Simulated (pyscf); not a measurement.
## Four-centre exchange: HN=SiH–Cl (SMILES N=[SiH]Cl) + NH₃ (SMILES N) → HN=SiH–NH₂ (SMILES N=[SiH]N) + HCl (SMILES Cl)

Gas phase, singlet surface, charge 0. Bonds broken: Si2–Cl3, N6–H7. Bonds formed: Si2–N6, Cl3–H7. Optimised with ωB97X-D3(BJ)/def2-SVP in PySCF.

Transition state (Å):

```xyz
9

N     -0.1158     1.1917    -1.2028
Si     0.1880     0.1115    -0.0958
Cl    -1.7932    -1.7124     0.5349
H     -0.7580     1.9729    -1.2268
H      1.2023    -0.9425    -0.2558
N     -0.1630     0.2131     1.6821
H     -1.1285    -0.7917     1.4689
H      0.5857    -0.0818     2.3110
H     -0.5497     1.1021     2.0021
```

One imaginary mode, 757i cm⁻¹; descent along it reached the two sides named, in the forms told below.

| bond | change | reactant side (Å) | saddle | product side |
|---|---|---|---|---|
| Si2–Cl3 | breaks | 2.110 | 2.8 | 3.4 |
| N6–H7 | breaks | 1.023 | 1.410 | 2.004 |
| Si2–N6 | forms | 2.021 | 1.815 | 1.731 |
| Cl3–H7 | forms | 3.0 | 1.470 | 1.301 |

Electronic energies relative to the separated reactants (kcal/mol):

```
level                   barrier  reaction energy  reverse barrier
----------------------  -------  ---------------  ---------------
ωB97X-D3(BJ)/def2-TZVP      9.2             +6.7              2.5
PBE/def2-TZVP               6.3             +7.6             -1.3
r²SCAN/def2-TZVP            6.5             +6.4              0.1
B3LYP-D3(BJ)/def2-TZVP      8.1             +6.0              2.1
PBE0-D3(BJ)/def2-TZVP       6.2             +6.4             -0.2
M06-2X/def2-TZVP            7.9             +4.7              3.3
ωB97M-D3(BJ)/def2-TZVP      9.1             +5.4              3.6
HF/def2-TZVP               21.1             +3.7             17.4
```

With ωB97M-D3(BJ)/def2-TZVP energies and thermal terms (ideal gas, 1 atm, RRHO with modes under 100 cm⁻¹ raised to 100, one conformer, R ln 2 for chiral ones without a mode under 150 cm⁻¹), in kcal/mol:

```tsv
T (K)	ΔH‡	ΔG‡	ΔH	ΔG
298	6.7	17.3	+3.5	+3.9
600	7.1	28.0	+4.1	+4.1
900	8.0	38.2	+4.8	+3.9
1200	8.9	48.2	+5.3	+3.5
```

On the reactant side the descent ends in an adduct with a N–Si contact (not fully relaxed), 26.3 kcal/mol under the separated species and 35.5 kcal/mol under the saddle at ωB97X-D3(BJ)/def2-TZVP. At PBE, PBE0-D3(BJ) the saddle lies under the separated products, which points to a path from their complex (located at ωB97X-D3(BJ) alone), and parting the products costs more than the saddle. What is counted as formed (N–Si) is already present as a longer contact in the reactant adduct; forming that adduct is a step of its own. The same reactants have a lower exit, to H₂N–SiH(NH₂)–Cl (barrier -18.4 kcal/mol at ωB97M-D3(BJ)/def2-TZVP, against +9.1 kcal/mol here). HN=SiH–Cl lies 26.4 kcal/mol over its isomer H₂N–Si:–Cl [singlet] (electronic energy, ωB97M-D3(BJ)/def2-TZVP). HN=SiH–NH₂ lies 20.7 kcal/mol over its isomer H₂N–Si:–NH₂ [singlet] (electronic energy, ωB97M-D3(BJ)/def2-TZVP). This is the saddle that the search found; another between the same sides may lie lower.
